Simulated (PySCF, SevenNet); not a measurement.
For zinc-blende AlN (metastable phase), the machine-learned potential SevenNet-0 (trained on PBE and PBE+U data) gives:

```
Property              Result
-------------------  -------
lattice parameter a  4.400 Å
bulk modulus B0      201 GPa
```

Problem. What does Hartree–Fock (PySCF, GTH pseudopotentials, Gaussian basis) give for the same quantities?

Solution. 
- lattice constant a: 4.339 Å (shrinks by 1.4 %)
- bulk modulus: 230 GPa (grows by 14 %)

Changes are worked out from the printed values.

Unless a cell is named, each level is at its own relaxed cell (SevenNet-0 10.65, Hartree–Fock 10.21 Å³/atom).
